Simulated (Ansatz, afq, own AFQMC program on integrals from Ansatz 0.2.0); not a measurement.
## C2, singlet: AFQMC among the cluster methods

```xyz
2

C     0.0000    0.0000    0.0000
C     0.0000    0.0000    0.9870
```

Basis 6-31G. Noble-gas cores (and the filled d shells of Ga–Kr and In–Xe) are frozen. Ansatz 0.2.0 and our own AFQMC program on the same integrals; the CISD trial comes from CCSD amplitudes, and released means the phaseless constraint is let go. ± is one standard error of the sampling.

Determinant: UHF, the one that the program's search chose, which needn't be the lowest solution. The geometry is a point of a scan.

Full CI on the same integrals is exact in this basis and with this determinant's frozen core.

Cautions: strong correlation (T1 0.043, weight of the determinant 0.87, largest double 0.16); unrestricted determinant spin contaminated (⟨S²⟩ 1.17 against 0.00); CCSD(T) is in doubt: in a space of 8 electrons in 8 natural orbitals full CI lies 188 meV below it; the CCSDT(Q) amplitudes may be one of several solutions (largest double 0.52); the CCSDTQ amplitudes may be one of several solutions (largest double 0.74); the released energies are still falling, so no released level is given (meV from the phaseless value at times in 1/Eh: -13 ± 8 at 0.24, -16 ± 4 at 0.51, -21 ± 4 at 0.99, -28 ± 5 at 1.62, -26 ± 8 at 2.40).

```
T1 diagnostic                               : 0.0431
weight of the determinant in the CISD state : 0.869
⟨S²⟩ of the determinant                     : 1.166
size of the correlated space                : 8 electrons in 16 orbitals
```

Reference: full CI, correlation energy -3.726 eV. The cautions show a poor starting determinant, so the rows tell how each method copes with it here, and full CI is the sure value.

```tsv
level	E − E(reference) (mEh)	share of correlation (%)
HF	136.92	0.00
MP2	35.30	74.22
CCSD	10.96	91.99
CCSD(T)	7.56	94.48
CCSDT	3.50	97.45
CCSDT(Q)	1.14	99.17
CCSDTQ	0.41	99.70
ph-AFQMC/CISD	1.44 ± 0.15	98.95
```

CCSDT and higher add their correlation energy to the determinant of the CCSD(T) run, since their own runs factorise the integrals more tightly (a shift of under 2 meV).
